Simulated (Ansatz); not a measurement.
H2Si (`[SiH2]`) at its PBE0-D4/def2-TZVP geometry, where that method's forces vanish. Charge 0, multiplicity 1.

```xyz
3

Si    0.0938    0.3490   -0.6131
H     0.9888   -0.5115    0.2732
H    -1.0826    0.1625    0.3399
```

Question: What forces (eV/Å) does r2SCAN-D4/def2-TZVPP give on these atoms in Ansatz 0.2.0? (An estimate is asked.)

Answer: Ansatz gave: 
```
Si1  0.000  0.000  0.001
H2  -0.023  0.008  0.000
H3   0.023 -0.007 -0.001
```
